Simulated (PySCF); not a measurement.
**Orbital energies and ionisation energy**

2-methylpentane, C6H14.
SMILES with atom numbers: `[CH3:1][CH2:2][CH2:3][CH:4]([CH3:5])[CH3:6]` (hydrogens: H7, H8, H9 on C1; H10, H11 on C2; H12, H13 on C3; H14 on C4; H15, H16, H17 on C5; H18, H19, H20 on C6)

Structure used (PBE0-D3(BJ)/def2-SVP), in Å, numbered top down from 1:
```
atom  x, y, z in Å
C1     2.7591   -0.5813   -0.1098
C2     1.3735   -0.5658    0.5170
C3     0.3830    0.3019   -0.2485
C4    -1.0020    0.4407    0.3871
C5    -1.8510    1.4393   -0.3917
C6    -1.7237   -0.8970    0.5142
H7     2.7253   -0.9661   -1.1419
H8     3.4564   -1.2157    0.4582
H9     3.1905    0.4319   -0.1530
H10    1.4413   -0.2035    1.5586
H11    0.9938   -1.5992    0.5836
H12    0.2669   -0.0940   -1.2756
H13    0.8165    1.3113   -0.3674
H14   -0.8573    0.8445    1.4077
H15   -2.8351    1.5861    0.0800
H16   -1.3590    2.4223   -0.4583
H17   -2.0262    1.0853   -1.4217
H18   -1.1763   -1.6062    1.1527
H19   -2.7261   -0.7664    0.9509
H20   -1.8518   -1.3675   -0.4756
```

Level: PBE0/def2-SVPD (PySCF). Frontier orbitals with their largest atomic shares (Löwdin; up to four atoms above 4 %):

```json
{"orbital": "HOMO−3", "ε (eV)": "-9.29", "main atoms": "C2 17 %, C1 12 %, C4 11 %, H10 10 %"}
{"orbital": "HOMO−2", "ε (eV)": "-8.89", "main atoms": "C3 20 %, C4 13 %, C2 13 %, C6 11 %"}
{"orbital": "HOMO−1", "ε (eV)": "-8.86", "main atoms": "C4 19 %, C3 14 %, C5 12 %, C2 11 %"}
{"orbital": "HOMO", "ε (eV)": "-8.75", "main atoms": "?"}
{"orbital": "LUMO", "ε (eV)": "0.80", "main atoms": "C6 11 %, C5 10 %, C1 9 %, C2 8 %"}
{"orbital": "LUMO+1", "ε (eV)": "1.20", "main atoms": "C1 21 %, C5 11 %, H8 9 %, H9 7 %"}
{"orbital": "LUMO+2", "ε (eV)": "1.42", "main atoms": "H10 10 %, H12 9 %, H18 8 %, H14 8 %"}
```

Problem. What vertical ionisation energy does ΔSCF give, and how far is −ε(HOMO) from it?

Solution. ΔSCF: 10.57 eV (1020 kJ/mol; threshold wavelength 117 nm); ⟨S²⟩ of the doublet left behind is 0.753, against 0.75 for a pure doublet. −ε(HOMO) is 8.75 eV, 1.82 eV below it. In exact Kohn–Sham theory the two would be equal; PBE0 (global hybrid, 25 % exact exchange) falls short of its own ΔSCF value by 17 %. Holes in the HOMO−1 and HOMO−2 were tried too where these lie within 1.2 eV of the HOMO; the lowest converged state counts.

Problem. On which atoms does the HOMO lie?

Solution. C3 (chain CH2 carbon) 19 %, C4 (sp3 CH carbon) 18 %, C2 (chain CH2 carbon) 11 %, C5 (methyl carbon) 10 %, so no atom holds as much as 40 %. The HOMO−1 lies 0.11 eV lower.

Problem. Shift the occupied levels rigidly so that −ε(HOMO) equals the ΔSCF value. What binding energies result?

Solution. The shift is +1.82 eV: HOMO 10.57, HOMO−1 10.68, HOMO−2 10.71, HOMO−3 11.11 eV. A rigid shift is only a rough guide to the deeper ionisations.

Problem. What total energies stand behind the ΔSCF value?

Solution. E(N) = -236.62642 Eh and E(N − 1) = -236.23801 Eh at the same geometry, 0.38841 Eh apart.

Problem. How many of the 10 lowest singlet excitations (vertical TDDFT, same level) lie below the ionisation energy?

Solution. All 10; they run from 8.43 to 9.20 eV.

One conformer (not necessarily the lowest) at the PBE0-D3(BJ)/def2-SVP geometry, without solvent, vibrations or thermal averaging.
